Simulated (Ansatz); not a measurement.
# HCl with SO₂: superposition error and deformation, part 2 of 3

Ansatz 0.2.0, Gaussian basis. Earlier steps stand in the parts before.

## 12. HSE06-D4/def2-TZVPPD

The inputs:

a/in.yaml

```yaml
crystal:
  periodic: [false, false, false]
  atoms:
    - {symbol: Cl, position_ang: [0.262349, 0.080209, -2.622404]}
    - {symbol: H, position_ang: [-0.113396, -0.205327, -1.426141]}
basis:
  gaussian: {orbitals: "def2-TZVPPD.json"}
hamiltonian: {xc: hse06, dispersion: d4}
```

b/in.yaml

```yaml
crystal:
  periodic: [false, false, false]
  atoms:
    - {symbol: O, position_ang: [-0.692794, -0.629544, 0.504112]}
    - {symbol: S, position_ang: [-0.246000, -0.114383, 1.767696]}
    - {symbol: O, position_ang: [0.789840, 0.869045, 1.776837]}
basis:
  gaussian: {orbitals: "def2-TZVPPD.json"}
hamiltonian: {xc: hse06, dispersion: d4}
```

The same command starts each run, in its folder.

Started as:

```bash
$ ansatz run in.yaml --threads 4 --pin off --events-out ev --progress --plain --max-ram 9574MiB
```

Log of a, cut to the lines that bear on the results:

```text
Functional definition: HSE06
  name "HSE06"
  cite "Heyd, Scuseria & Ernzerhof, J. Chem. Phys. 118, 8207 (2003) doi:10.1063/1.1564060"
  cite "Krukau, Vydrov, Izmaylov & Scuseria, J. Chem. Phys. 125, 224106 (2006) doi:10.1063/1.2404663"
  cite "Heyd & Scuseria, J. Chem. Phys. 120, 7274 (2004) doi:10.1063/1.1668634"
  cite "Ernzerhof & Perdew, J. Chem. Phys. 109, 3313 (1998) doi:10.1063/1.476928"
[...]
393 factors; their error is unknown
31 factors; integrals over basis functions are off by at most 1.5e-4 eV
[...]
mean field -12535.16226789 eV, -460.6587167067 hartree, gradient 8.5e-5 eV, S^2 0.000000; 0 other end points of the search recorded, 0 dependent functions left out
reference -12535.16231483 eV, -460.6587184318 hartree; 9, 9 occupied and 59, 59 virtual orbitals, 393 factors
Total energy: -12535.16649314 eV, -460.6588719818 hartree
```

b printed, cut to the lines that bear on the results:

```text
[... 6 set-up lines as earlier in the session ...]
[...]
724 factors; their error is unknown
47 factors; integrals over basis functions are off by at most 8.0e-5 eV
[...]
mean field -14922.75640234 eV, -548.4011827786 hartree, gradient 6.6e-5 eV, S^2 0.000000; 0 other end points of the search recorded, 0 dependent functions left out
reference -14922.75644737 eV, -548.4011844334 hartree; 16, 16 occupied and 115, 115 virtual orbitals, 724 factors
Total energy: -14922.78946869 eV, -548.4023979442 hartree
```

Wall times: 0.3 s (a), 0.81 s (b) on 4 threads of Arm Neoverse V1, shared host.

## 13. CCSD(T)/def2-TZVPPD

Each input of step 12 (a, b) changes in the same lines:

```diff
-hamiltonian: {xc: hse06, dispersion: d4}
+correlation: {method: ccsd_t}
```

One command serves all of them, each in its own folder.

Started as:

```bash
$ ansatz run in.yaml --threads 4 --pin off --events-out ev --progress --plain --max-ram 9574MiB
```

Log of a, cut to the lines that bear on the results:

```text
Functional definition: HF
  name "HF"
  cite "Fock, Z. Phys. 61, 126 (1930) doi:10.1007/BF01340294"
[... 1 set-up line as earlier in the session ...]
[...]
386 factors; integrals over basis functions are off by at most 1.1e-3 eV
[...]
mean field -12519.95233093 eV, -460.0997618334 hartree, gradient 2.6e-6 eV, S^2 0.000000; 0 other end points of the search recorded, 0 dependent functions left out
5 core orbitals not correlated: weight in the atoms' cores, before any rotation towards them, 1.000 or more for the frozen orbitals, at most 0.000 for the correlated occupied ones
reference -12519.95233093 eV, -460.0997618334 hartree; 4, 4 occupied and 59, 59 virtual orbitals, 386 factors
second order -5.58211674 eV of doubles, -0.00000000 eV of singles
cycle   1  -5.99645688 eV  change   -4.1e-1 eV  update   4.0e-2
[...]
cycle   8  -6.13960028 eV  change    8.6e-7 eV  update   3.3e-6
perturbative correction -0.22646892 eV, -0.0083225794 hartree
Total energy: -12526.31840014 eV, -460.3337105615 hartree
```

Log of b, cut to the lines that bear on the results:

```text
[... 4 set-up lines as earlier in the session ...]
[...]
803 factors; integrals over basis functions are off by at most 1.3e-3 eV
[...]
mean field -14892.94164428 eV, -547.3055106289 hartree, gradient 4.1e-6 eV, S^2 0.000000; 0 other end points of the search recorded, 0 dependent functions left out
7 core orbitals not correlated: weight in the atoms' cores, before any rotation towards them, 1.000 or more for the frozen orbitals, at most 0.000 for the correlated occupied ones
reference -14892.94164428 eV, -547.3055106289 hartree; 9, 9 occupied and 115, 115 virtual orbitals, 803 factors
second order -17.92795042 eV of doubles, -0.00000000 eV of singles
cycle   1  -16.97609416 eV  change    9.5e-1 eV  update   1.4e-1
[...]
cycle  10  -17.74341197 eV  change    7.8e-6 eV  update   1.3e-5
perturbative correction -0.92830454 eV, -0.0341145627 hartree
Total energy: -14911.61336079 eV, -547.9916835545 hartree
```

Times: 0.3 s (a), 2.5 s (b) on 4 threads of Arm Neoverse V1, shared host; peak memory 0.51 GiB.

## 14. Relaxing HCl alone

Input file relax-a/in.yaml:

```yaml
crystal:
  periodic: [false, false, false]
  atoms:
    - {symbol: Cl, position_ang: [0.262349, 0.080209, -2.622404]}
    - {symbol: H, position_ang: [-0.113396, -0.205327, -1.426141]}
basis:
  gaussian: {orbitals: def2-TZVP}
hamiltonian: {xc: pbe0, dispersion: d4}
relax: {f_tol: 0.005, max_steps: 200}
```

Started as:

```bash
$ ansatz run in.yaml --threads 4 --pin off --events-out ev --progress --plain --max-ram 9574MiB
```

Standard output, cut to the lines that bear on the results:

```text
[... 5 set-up lines as earlier in the session ...]
[...]
312 factors; their error is unknown
[...]
mean field -12535.31564348 eV, -460.6643531557 hartree, gradient 4.2e-5 eV, S^2 0.000000; 0 other end points of the search recorded, 0 dependent functions left out
[...]
reference -12535.31647376 eV, -460.6643836680 hartree; 9, 9 occupied and 34, 34 virtual orbitals, 312 factors
Total energy: -12535.32105164 eV, -460.6645519020 hartree
Atom 0 at     0.261304     0.079415    -2.619078 Å, force     0.000315     0.000240    -0.001004 eV/Å
Atom 1 at    -0.112351    -0.204533    -1.429467 Å, force    -0.000315    -0.000240     0.001004 eV/Å
Dipole moment:    -0.076730    -0.058309     0.244285 e Å
```

Run time: 0.55 s. Hardware: 4 threads of Arm Neoverse V1, shared host.

Along the way:

| step | energy from step 1 (eV) | largest force component (eV/Å) |
| --- | --- | --- |
| 1 | 0.0000 | 0.2102 |
| 2 | -0.0007 | 0.0858 |
| 3 | -0.0008 | 0.0010 |

The bond:

| bond | before (Å) | after (Å) | change (Å) |
| --- | --- | --- | --- |
| Cl1–H2 | 1.286 | 1.279 | -0.007 |

## 15. Relaxing SO₂ alone

Input file relax-b/in.yaml:

```yaml
crystal:
  periodic: [false, false, false]
  atoms:
    - {symbol: O, position_ang: [-0.692794, -0.629544, 0.504112]}
    - {symbol: S, position_ang: [-0.246000, -0.114383, 1.767696]}
    - {symbol: O, position_ang: [0.789840, 0.869045, 1.776837]}
basis:
  gaussian: {orbitals: def2-TZVP}
hamiltonian: {xc: pbe0, dispersion: d4}
relax: {f_tol: 0.005, max_steps: 200}
```

Started as:

```bash
$ ansatz run in.yaml --threads 4 --pin off --events-out ev --progress --plain --max-ram 9574MiB
```

Standard output, cut to the lines that bear on the results:

```text
[... 5 set-up lines as earlier in the session ...]
[...]
573 factors; their error is unknown
[...]
mean field -14923.02369456 eV, -548.4110055862 hartree, gradient 7.8e-6 eV, S^2 0.000000; 0 other end points of the search recorded, 0 dependent functions left out
[...]
reference -14923.02486642 eV, -548.4110486515 hartree; 16, 16 occupied and 83, 83 virtual orbitals, 573 factors
Total energy: -14923.06066732 eV, -548.4123643101 hartree
Atom 0 at    -0.693607    -0.630188     0.505879 Å, force     0.000016     0.000019     0.000061 eV/Å
Atom 1 at    -0.246527    -0.115139     1.764158 Å, force    -0.000012    -0.000016    -0.000068 eV/Å
Atom 2 at     0.791180     0.870445     1.778608 Å, force    -0.000004    -0.000003     0.000007 eV/Å
Dipole moment:    -0.142934    -0.113871     0.301011 e Å
```

It took 2.5 s on 4 threads of Arm Neoverse V1, shared host.

Step by step:

| step | energy from step 1 (eV) | largest force component (eV/Å) |
| --- | --- | --- |
| 1 | 0.0000 | 0.3261 |
| 2 | -0.0008 | 0.1886 |
| 3 | -0.0011 | 0.0151 |
| 4 | -0.0012 | 0.0001 |

Distances of close pairs at the start and the end, largest changes first:

| bond | before (Å) | after (Å) | change (Å) |
| --- | --- | --- | --- |
| O1–S2 | 1.436 | 1.431 | -0.005 |
| S2–O3 | 1.428 | 1.431 | +0.003 |

## 16. PBE-D4/def2-TZVPPD

Input file free-a/in.yaml:

```yaml
crystal:
  periodic: [false, false, false]
  atoms:
    - {symbol: Cl, position_ang: [0.261304, 0.079415, -2.619078]}
    - {symbol: H, position_ang: [-0.112351, -0.204533, -1.429467]}
basis:
  gaussian: {orbitals: "def2-TZVPPD.json"}
hamiltonian: {xc: pbe, dispersion: d4}
```

Input file free-b/in.yaml:

```yaml
crystal:
  periodic: [false, false, false]
  atoms:
    - {symbol: O, position_ang: [-0.693607, -0.630188, 0.505879]}
    - {symbol: S, position_ang: [-0.246527, -0.115139, 1.764158]}
    - {symbol: O, position_ang: [0.791180, 0.870445, 1.778608]}
basis:
  gaussian: {orbitals: "def2-TZVPPD.json"}
hamiltonian: {xc: pbe, dispersion: d4}
```

One command serves all of them, each in its own folder.

Started as:

```bash
$ ansatz run in.yaml --threads 4 --pin off --events-out ev --progress --plain --max-ram 9574MiB
```

free-a printed, cut to the lines that bear on the results:

```text
[... 4 set-up lines as earlier in the session ...]
[...]
383 factors; their error is unknown
[...]
mean field -12534.35578858 eV, -460.6290791389 hartree, gradient 5.2e-5 eV, S^2 0.000000; 0 other end points of the search recorded, 0 dependent functions left out
reference -12534.35583733 eV, -460.6290809304 hartree; 9, 9 occupied and 59, 59 virtual orbitals, 383 factors
Total energy: -12534.36149846 eV, -460.6292889731 hartree
```

Output in free-b, cut to the lines that bear on the results:

```text
[... 4 set-up lines as earlier in the session ...]
[...]
686 factors; their error is unknown
[...]
mean field -14922.84657589 eV, -548.4044965952 hartree, gradient 3.2e-5 eV, S^2 0.000000; 0 other end points of the search recorded, 0 dependent functions left out
reference -14922.84662121 eV, -548.4044982606 hartree; 16, 16 occupied and 115, 115 virtual orbitals, 686 factors
Total energy: -14922.89036906 eV, -548.4061059645 hartree
```

Times: 0.2 s (free-a), 0.56 s (free-b) on 4 threads of Arm Neoverse V1, shared host.

## 17. r2SCAN-D4/def2-TZVPPD

Each input of step 16 (free-a, free-b) changes in the same lines:

```diff
-hamiltonian: {xc: pbe, dispersion: d4}
+hamiltonian: {xc: r2scan, dispersion: d4}
```

Each run has its own folder and the same command.

Started as:

```bash
$ ansatz run in.yaml --threads 4 --pin off --events-out ev --progress --plain --max-ram 9574MiB
```

Log of free-a, cut to the lines that bear on the results:

```text
[... 5 set-up lines as earlier in the session ...]
[...]
383 factors; their error is unknown
[...]
mean field -12538.65085317 eV, -460.7869198512 hartree, gradient 4.4e-6 eV, S^2 0.000000; 0 other end points of the search recorded, 0 dependent functions left out
reference -12538.65087015 eV, -460.7869204753 hartree; 9, 9 occupied and 59, 59 virtual orbitals, 383 factors
Total energy: -12538.65213610 eV, -460.7869669978 hartree
```

Output in free-b, cut to the lines that bear on the results:

```text
[... 5 set-up lines as earlier in the session ...]
[...]
686 factors; their error is unknown
[...]
mean field -14928.65462079 eV, -548.6179383085 hartree, gradient 1.1e-5 eV, S^2 0.000000; 0 other end points of the search recorded, 0 dependent functions left out
reference -14928.65463686 eV, -548.6179388991 hartree; 16, 16 occupied and 115, 115 virtual orbitals, 686 factors
Total energy: -14928.66410268 eV, -548.6182867616 hartree
```

They took 0.55 s (free-a), 1.1 s (free-b) on 4 threads of Arm Neoverse V1, shared host.

## 18. PBE0-D4/def2-TZVPPD

Each input of step 17 (free-a, free-b) changes in the same lines:

```diff
-hamiltonian: {xc: r2scan, dispersion: d4}
+hamiltonian: {xc: pbe0, dispersion: d4}
+output: {orbitals: {seedname: orbitals}}
```

Each run has its own folder and the same command.

Started as:

```bash
$ ansatz run in.yaml --threads 4 --pin off --events-out ev --progress --plain --max-ram 9574MiB
```

Log of free-a, cut to the lines that bear on the results:

```text
[... 5 set-up lines as earlier in the session ...]
[...]
393 factors; their error is unknown
[...]
mean field -12535.37950670 eV, -460.6667000857 hartree, gradient 1.8e-5 eV, S^2 0.000000; 0 other end points of the search recorded, 0 dependent functions left out
reference -12535.37954210 eV, -460.6667013867 hartree; 9, 9 occupied and 59, 59 virtual orbitals, 393 factors
Total energy: -12535.38411998 eV, -460.6668696207 hartree
```

free-b printed, cut to the lines that bear on the results:

```text
[... 5 set-up lines as earlier in the session ...]
[...]
724 factors; their error is unknown
[...]
mean field -14923.11679142 eV, -548.4144268327 hartree, gradient 4.4e-5 eV, S^2 0.000000; 0 other end points of the search recorded, 0 dependent functions left out
reference -14923.11682550 eV, -548.4144280854 hartree; 16, 16 occupied and 115, 115 virtual orbitals, 724 factors
Total energy: -14923.15262640 eV, -548.4157437440 hartree
```

Wall times: 0.2 s (free-a), 0.7 s (free-b) on 4 threads of Arm Neoverse V1, shared host.

## 19. B3LYP-D4/def2-TZVPPD

Each input of step 18 (free-a, free-b) changes in the same lines:

```diff
-hamiltonian: {xc: pbe0, dispersion: d4}
-output: {orbitals: {seedname: orbitals}}
+hamiltonian: {xc: {name: B3LYP}, dispersion: d4}
```

One command serves all of them, each in its own folder.

Started as:

```bash
$ ansatz run in.yaml --threads 4 --pin off --events-out ev --progress --plain --max-ram 9574MiB
```

Log of free-a, cut to the lines that bear on the results:

```text
[... 6 set-up lines as earlier in the session ...]
[...]
393 factors; their error is unknown
[...]
mean field -12540.03387572 eV, -460.8377449925 hartree, gradient 2.3e-5 eV, S^2 0.000000; 0 other end points of the search recorded, 0 dependent functions left out
reference -12540.03407823 eV, -460.8377524347 hartree; 9, 9 occupied and 59, 59 virtual orbitals, 393 factors
Total energy: -12540.04326480 eV, -460.8380900349 hartree
```

Output in free-b, cut to the lines that bear on the results:

```text
[... 6 set-up lines as earlier in the session ...]
[...]
712 factors; their error is unknown
[...]
mean field -14931.59128842 eV, -548.7258588535 hartree, gradient 3.2e-5 eV, S^2 0.000000; 0 other end points of the search recorded, 0 dependent functions left out
reference -14931.59151056 eV, -548.7258670168 hartree; 16, 16 occupied and 115, 115 virtual orbitals, 712 factors
Total energy: -14931.66333510 eV, -548.7285065200 hartree
```

They took 0.25 s (free-a), 0.75 s (free-b) on 4 threads of Arm Neoverse V1, shared host.

## 20. wB97X-V/def2-TZVPPD

Each input of step 19 (free-a, free-b) changes in the same lines:

```diff
-hamiltonian: {xc: {name: B3LYP}, dispersion: d4}
+hamiltonian: {xc: {name: wB97X-V}}
```

One command serves all of them, each in its own folder.

Started as:

```bash
$ ansatz run in.yaml --threads 4 --pin off --events-out ev --progress --plain --max-ram 9574MiB
```

free-a printed, cut to the lines that bear on the results:

```text
[... 5 set-up lines as earlier in the session ...]
[...]
      + integral(e_c_pw_opposite_spin*poly(b97_u_opposite, cos0, cos1)) + vv10(b, c)
386 factors; their error is unknown
86 factors; integrals over basis functions are off by at most 5.7e-5 eV
[...]
mean field -12537.64900024 eV, -460.7501024353 hartree, gradient 1.8e-5 eV, S^2 0.000000; 0 other end points of the search recorded, 0 dependent functions left out
reference -12537.64899796 eV, -460.7501023514 hartree; 9, 9 occupied and 59, 59 virtual orbitals, 386 factors
Total energy: -12537.64899796 eV, -460.7501023514 hartree
```

Output in free-b, cut to the lines that bear on the results:

```text
[... 5 set-up lines as earlier in the session ...]
[...]
      + integral(e_c_pw_opposite_spin*poly(b97_u_opposite, cos0, cos1)) + vv10(b, c)
707 factors; their error is unknown
163 factors; integrals over basis functions are off by at most 3.8e-5 eV
[...]
mean field -14928.02397829 eV, -548.5947626241 hartree, gradient 1.9e-5 eV, S^2 0.000000; 0 other end points of the search recorded, 0 dependent functions left out
reference -14928.02397608 eV, -548.5947625427 hartree; 16, 16 occupied and 115, 115 virtual orbitals, 707 factors
Total energy: -14928.02397608 eV, -548.5947625427 hartree
```

Times: 0.55 s (free-a), 1.8 s (free-b) on 4 threads of Arm Neoverse V1, shared host.

## 21. wB97M-V/def2-TZVPPD

The same edit goes into each in.yaml of step 20 (free-a, free-b):

```diff
-hamiltonian: {xc: {name: wB97X-V}}
+hamiltonian: {xc: {name: wB97M-V}}
```

Each run has its own folder and the same command.

Started as:

```bash
$ ansatz run in.yaml --threads 4 --pin off --events-out ev --progress --plain --max-ram 9574MiB
```

Output in free-a, cut to the lines that bear on the results:

```text
[... 5 set-up lines as earlier in the session ...]
  # Of w^i u^j: cxij and so on, Table III.
[...]
  gx(w, u) = 1 - cx + cx01*u + cx10*w
[...]
      + integral(e_c_pw_mod_opposite_spin*gos(b97_w_opposite, b97_u_opposite)) + vv10(b, c)
386 factors; their error is unknown
86 factors; integrals over basis functions are off by at most 5.7e-5 eV
[...]
mean field -12538.78046289 eV, -460.7916829206 hartree, gradient 1.8e-5 eV, S^2 0.000000; 0 other end points of the search recorded, 0 dependent functions left out
reference -12538.78052142 eV, -460.7916850714 hartree; 9, 9 occupied and 59, 59 virtual orbitals, 386 factors
Total energy: -12538.78052142 eV, -460.7916850714 hartree
```

Log of free-b, cut to the lines that bear on the results:

```text
[... 5 set-up lines as earlier in the session ...]
  # Of w^i u^j: cxij and so on, Table III.
[...]
  gx(w, u) = 1 - cx + cx01*u + cx10*w
[...]
      + integral(e_c_pw_mod_opposite_spin*gos(b97_w_opposite, b97_u_opposite)) + vv10(b, c)
686 factors; their error is unknown
163 factors; integrals over basis functions are off by at most 3.8e-5 eV
[...]
mean field -14929.75278174 eV, -548.6582949789 hartree, gradient 2.7e-5 eV, S^2 0.000000; 0 other end points of the search recorded, 0 dependent functions left out
reference -14929.75283815 eV, -548.6582970522 hartree; 16, 16 occupied and 115, 115 virtual orbitals, 686 factors
Total energy: -14929.75283815 eV, -548.6582970522 hartree
```

Times: 0.6 s (free-a), 1.9 s (free-b) on 4 threads of Arm Neoverse V1, shared host.

## 22. B2PLYP/def2-TZVPPD

Each input of step 21 (free-a, free-b) changes in the same lines:

```diff
-hamiltonian: {xc: {name: wB97M-V}}
+hamiltonian: {xc: {name: B2PLYP}}
```

Each run has its own folder and the same command.

Started as:

```bash
$ ansatz run in.yaml --threads 4 --pin off --events-out ev --progress --plain --max-ram 9574MiB
```

free-a printed, cut to the lines that bear on the results:

```text
[... 5 set-up lines as earlier in the session ...]
[...]
386 factors; integrals over basis functions are off by at most 1.1e-3 eV
[...]
mean field -12534.16927533 eV, -460.6222249034 hartree, gradient 1.1e-6 eV, S^2 0.000000; 0 other end points of the search recorded, 0 dependent functions left out
5 core orbitals not correlated: weight in the atoms' cores, before any rotation towards them, 1.000 or more for the frozen orbitals, at most 0.000 for the correlated occupied ones
reference -12534.16939959 eV, -460.6222294699 hartree; 4, 4 occupied and 59, 59 virtual orbitals, 386 factors
second order -6.74871410 eV of doubles, -0.00000000 eV of singles
Total energy: -12535.99155240 eV, -460.6891923505 hartree
```

Log of free-b, cut to the lines that bear on the results:

```text
[... 5 set-up lines as earlier in the session ...]
[...]
803 factors; integrals over basis functions are off by at most 6.7e-4 eV
[...]
mean field -14919.45709443 eV, -548.2799354492 hartree, gradient 2.0e-6 eV, S^2 0.000000; 0 other end points of the search recorded, 0 dependent functions left out
7 core orbitals not correlated: weight in the atoms' cores, before any rotation towards them, 1.000 or more for the frozen orbitals, at most 0.000 for the correlated occupied ones
reference -14919.45723347 eV, -548.2799405587 hartree; 9, 9 occupied and 115, 115 virtual orbitals, 803 factors
second order -22.30426079 eV of doubles, -0.00000000 eV of singles
Total energy: -14925.47938388 eV, -548.5012505045 hartree
```

Wall times: 0.3 s (free-a), 1.1 s (free-b) on 4 threads of Arm Neoverse V1, shared host.

## 23. BLYP-D4/def2-TZVPPD

Each input of step 22 (free-a, free-b) changes in the same lines:

```diff
-hamiltonian: {xc: {name: B2PLYP}}
+hamiltonian: {xc: {name: BLYP}, dispersion: d4}
```

Each run has its own folder and the same command.

Started as:

```bash
$ ansatz run in.yaml --threads 4 --pin off --events-out ev --progress --plain --max-ram 9574MiB
```

Output in free-a, cut to the lines that bear on the results:

```text
[... 4 set-up lines as earlier in the session ...]
[...]
383 factors; their error is unknown
[...]
mean field -12539.44108485 eV, -460.8159603297 hartree, gradient 6.0e-5 eV, S^2 0.000000; 0 other end points of the search recorded, 0 dependent functions left out
reference -12539.44135137 eV, -460.8159701243 hartree; 9, 9 occupied and 59, 59 virtual orbitals, 383 factors
Total energy: -12539.45484044 eV, -460.8164658385 hartree
```

Log of free-b, cut to the lines that bear on the results:

```text
[... 4 set-up lines as earlier in the session ...]
[...]
686 factors; their error is unknown
[...]
mean field -14931.18018706 eV, -548.7107511571 hartree, gradient 8.0e-6 eV, S^2 0.000000; 0 other end points of the search recorded, 0 dependent functions left out
reference -14931.18048077 eV, -548.7107619507 hartree; 16, 16 occupied and 115, 115 virtual orbitals, 686 factors
Total energy: -14931.28230015 eV, -548.7145037438 hartree
```

Times: 0.2 s (free-a), 0.65 s (free-b) on 4 threads of Arm Neoverse V1, shared host.

(Continued in part 3 of 3.)
